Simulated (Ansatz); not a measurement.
The input, for Ansatz 0.2.0:

```yaml
crystal:
  periodic: [false, false, false]
  atoms:
    - {symbol: B, position_ang: [0.000000, -0.008623, 1.555522]}
    - {symbol: Al, position_ang: [0.000000, -0.008623, -0.523806]}
    - {symbol: H, position_ang: [0.000000, -1.419950, -1.244313]}
    - {symbol: H, position_ang: [0.000000, 1.743283, -1.418185]}
basis:
  gaussian: {orbitals: "6-31G*"}
magnetization: {spin_polarized: false, initial_magnetization: 2}
correlation: {method: sc_nevpt2, electrons: valence, active_space: {window: {electrons: 4, orbitals: 4}, states: [{multiplicity: 3, weights: [1, 1]}], root: 5}}
```

```sh
$ ansatz run in.yaml --threads 1 --pin off --events-out ev --progress --plain --max-ram 2393MiB
```

(1) One thing in this input was set wrong on purpose, beside settings that are merely unusual. What is the gravest fault, and what does the program do?

Results:

(1) Root beyond the states. How the run ends: refused.
```
Error: the active space averages no state 5, counted from zero
```
